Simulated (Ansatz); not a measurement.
The input (input.yaml):

```yaml
crystal:
  periodic: [false, false, false]
  atoms:
    - { symbol: Si, position_ang: [0.234293, 0.0, -0.47275] }
    - { symbol: H, position_ang: [0.594248, 0.0, 1.134866] }
    - { symbol: H, position_ang: [1.474359, 0.0, 0.424362] }
    - { symbol: H, position_ang: [-0.5481, 1.216699, -0.11629] }
    - { symbol: H, position_ang: [-0.548099, -1.216699, -0.11629] }
basis:
  gaussian: { orbitals: def2-SVP }
hamiltonian:
  xc: cam_b3lyp
md:
  timestep: 0.5
  n_steps: 200
  ensemble: nve
  temperature: 100.0
  initial_velocities: maxwell_boltzmann
  seed: 10316
```

Launched with:

```bash
$ ansatz run input.yaml --threads 1 --pin off --max-ram 2048MiB --backend cpu --events-out ev --progress --plain --runs-dir out
```

Hardware: 1 thread of Intel(R) Xeon(R) Platinum 8488C (Sapphire Rapids), on a shared host.

Question: Roughly how long does this run take, and how much memory?

Answer: 95 s, with a peak of 0.1 GiB, for 201 ionic steps.
